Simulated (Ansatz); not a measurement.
A run of Ansatz (development build ahead of 0.2.0) on singlet SiH₄ at this shape:

```yaml
atoms:
  - { symbol: Si, position_ang: [-0.0035, 0.0093, -0.0010] }
  - { symbol: H, position_ang: [0.8571, 0.8706, 0.8610] }
  - { symbol: H, position_ang: [0.8663, -0.8647, -0.8704] }
  - { symbol: H, position_ang: [-0.8696, 0.8674, -0.8588] }
  - { symbol: H, position_ang: [-0.8570, -0.8558, 0.8682] }
```

Its results:

```json
{
 "Converged": "yes",
 "Total energy": "-291.24269 hartree",
 "Spin squared of the determinant": "0.000"
}
```

Task: Which input gives this output? Name the method, the orbitals and the basis set, and write the input.

Result: RHF in cc-pVDZ. An unrestricted run that stays on the closed shell gives the same numbers.

```yaml
crystal:
  periodic: [false, false, false]
  atoms:
    - { symbol: Si, position_ang: [-0.00353, 0.0093, -0.00101] }
    - { symbol: H, position_ang: [0.85712, 0.87062, 0.86097] }
    - { symbol: H, position_ang: [0.86634, -0.86466, -0.87037] }
    - { symbol: H, position_ang: [-0.8696, 0.86742, -0.85879] }
    - { symbol: H, position_ang: [-0.85702, -0.85585, 0.86821] }
basis:
  gaussian: { orbitals: cc-pVDZ }
hamiltonian:
  xc: hf
```
